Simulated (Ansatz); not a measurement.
# Te3 ([Te3]-): the cost of one run

Method: the settings change from run to run; program: Ansatz 0.2.0, Gaussian basis.

1 further run of the same task is left out (set aside as unsound or not needed). Runs told in other sessions of the task aren't counted.

## 1. The molecule

The geometry comes from an earlier relaxation with r2SCAN-D4/def2-SVPD; it is a stationary point. Te takes a core potential in def2 sets; no spin-orbit term is included.

3 atoms, charge -1, spin multiplicity 2.

Atoms are counted from 1 here; the program's logs count them from 0.

Bond lengths: Te1–Te2 2.693 Å, Te2–Te3 2.693 Å. Angles: Te1–Te2–Te3 114.4°.

## 2. B2PLYP/def2-mTZVP

Set apart from the defaults: charge -2, multiplicity 1, atoms shaken by 0.15 Å, high accuracy, the search for lower states set to light.

in.yaml reads:

```yaml
crystal:
  periodic: [false, false, false]
  atoms:
    - {symbol: Te, position_ang: [-1.897178, -1.619891, -0.846557]}
    - {symbol: Te, position_ang: [0.574230, -0.695807, 1.068223]}
    - {symbol: Te, position_ang: [1.405615, 1.755651, 0.123131]}
basis:
  gaussian: {orbitals: def2-mTZVP}
total_charge: -2
hamiltonian: {xc: {name: B2PLYP}}
accuracy: high
scf: {lower_state_search: light}
output: {forces: true}
```

The run is started by

```
$ ansatz run in.yaml --threads 4 --pin off --events-out ev --progress --plain --max-ram 3916MiB
```

What time and memory should one allow on 4 threads of Arm Neoverse V2, shared host?

About 13 s, with a peak of 0.58 GiB.
